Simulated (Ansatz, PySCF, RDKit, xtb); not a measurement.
# CH8AlN: from the formula to a structure

Given the formula CH8AlN and nothing else, which arrangement of the atoms is the most stable in the gas at 298.15 K, and what are its properties?

Plan: many cheap relaxations first (GFN2-xTB), then density-functional screening, relaxation at PBE-D3(BJ)/def2-SVP, vibrations and a final energy. The numbers are computed, not measured.

5 further runs of the same task are left out: 5 set aside as unsound or not needed.

### Step 1. Candidates

All bonding patterns within simple valence rules are listed by program: one Lewis structure each, at most two rings and one unusual centre or charged pair. O–O, O–halogen and N–halogen bonds and N–N–N chains are not drawn. That gives 2 candidates.

```
label              SMILES     spin
 c047      C[NH2+][AlH3-]  singlet
 c310  [CH3][AlH2-][NH3+]  singlet
```

Candidates are built by distance geometry, with a force field where one applies, in up to four conformers (letters a to d). 1 start with atoms placed at random is added, to find patterns that the rules miss.

**Question.** With final energies at CCSD(T)/def2-TZVP, which structure will this search put lowest in free energy, and by what margin?

| quantity | value |
| --- | --- |
| lowest structure found | [CH3][AlH2-][NH3+], singlet, Cs |
| next finalist | C[NH2+][AlH3-], singlet, 15.7 kcal/mol higher in G |
| share at equilibrium, among the finalists | 100.0 % |
| harmonic wavenumbers, lowest and highest (PBE-D3(BJ)/def2-SVP) | 111 and 3501 cm⁻¹ |
| rotational constants, same geometry | 0.4245, 0.1776, 0.1394 cm⁻¹ |
| dipole moment (PBE0/def2-TZVPD) | 5.18 D |
| HOMO energy (PBE0/def2-TZVPD) | -7.14 eV |
| LUMO energy (PBE0/def2-TZVPD) | -0.69 eV |
| HOMO–LUMO gap (PBE0/def2-TZVPD) | 6.45 eV |
| lowest excitation (TD-CAM-B3LYP/def2-SVPD) | 6.13 eV (f = 0.003) |
| strongest of the states computed, same level | 7.95 eV (f = 0.131) |
| lowest triplet excitation, same level, Tamm-Dancoff | 5.91 eV |
| vertical ionisation energy | 9.24 eV |
| vertical electron affinity | -0.49 eV (unbound: the value depends on the basis) |
| vertical triplet less singlet | +5.77 eV |

The search ends on `[CH3][AlH2-][NH3+]`. Among the finalists first place is clear (15.7 kcal/mol); structures outside the list aren't covered. HF/STO-3G, r2SCAN-D4/def2-SVP, PBE-D3(BJ)/def2-SVP, HF/def2-TZVP and MP2/def2-TZVP already put its bonding pattern lowest among the structures in one piece; GFN2-xTB favours the singlet C[NH2+][AlH3-]. Lowest found is not proven lowest: the search is finite, and each finalist counts with one conformer. Patterns outside the rules of the enumeration were met only by chance.
